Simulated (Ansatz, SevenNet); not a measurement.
Elastic constant C11 (GPa) of 34 elemental solids other than molecular ones, computed with the machine-learned potential SevenNet-0 (trained on PBE and PBE+U data) and with PBE in Ansatz (plane waves, PAW). The set holds measured phases with no doubt noted on the run or the magnetic state but for the caveats below. 6 more of the class have both values but aren't in it, for one of these reasons: built or high-temperature cells, doubts on the run or the magnetic state, unlike cells, values of zero, layered or molecular crystals. Solids without a value at one level (not run, failed, or a magnetic order lost), or held back for tests, aren't counted.

Every twentieth of the way through the set, in order of the shift (worked out from unrounded values):

| solid | SevenNet-0 | PBE | shift (%) |
|---|---|---|---|
| bcc Li | 20.5 | 15.5 | -24 |
| fcc Ni | 293 | 283 | -3.6 |
| fcc Al | 107 | 105 | -2.6 |
| fcc Cu | 175 | 178 | +1.3 |
| fcc Pd | 193 | 199 | +3.0 |
| fcc Ag | 104 | 111 | +6.7 |
| fcc Au | 143 | 157 | +9.3 |
| fcc Pb | 38.0 | 47.1 | +24 |
| hcp Mg | 50.1 | 64.3 | +28 |
| hcp Cd | 62.6 | 83.9 | +34 |
| fcc Rh | 300 | 412 | +37 |
| hcp Re | 412 | 608 | +48 |
| α-phase Ga | 50.2 | 75.5 | +50 |
| hcp Sc | 64.9 | 101 | +55 |
| hcp Os | 463 | 731 | +58 |
| double-hcp La | 31.1 | 49.6 | +59 |
| diamond | 643 | 1051 | +63 |
| bcc K | 2.37 | 3.97 | +68 |
| hcp Y | 43.1 | 77.0 | +79 |
| hcp Be | 166 | 321 | +94 |
| hcp Co | 154 | 352 | +128 |

The shift from SevenNet-0 to PBE has a median of +40 %, and eight in ten lie between -1.7 % and +76 %; PBE is the larger in 30 of 34. Each level is at its own cell, so the shift holds the change of volume too.

Ansatz's runs of these crystals have no spin polarisation, but for bcc Fe, hcp Co, fcc Ni.

Density-functional runs with spin start from parallel moments for bcc Fe, parallel moments for hcp Co, parallel moments for fcc Ni.

Spin–orbit coupling is left out, also for the solids with elements from indium on (fcc Pt, hcp Os, double-hcp La, fcc Ir, hcp Re, hcp Hf, fcc Pb, hcp Lu, fcc Au); its size isn't shown.

Each level is taken at its own relaxed cell. Ansatz's density-functional and Hartree–Fock values are scalar-relativistic unless marked +SOC, with PAW data made under PBE.

Ansatz is a program for electronic structure.
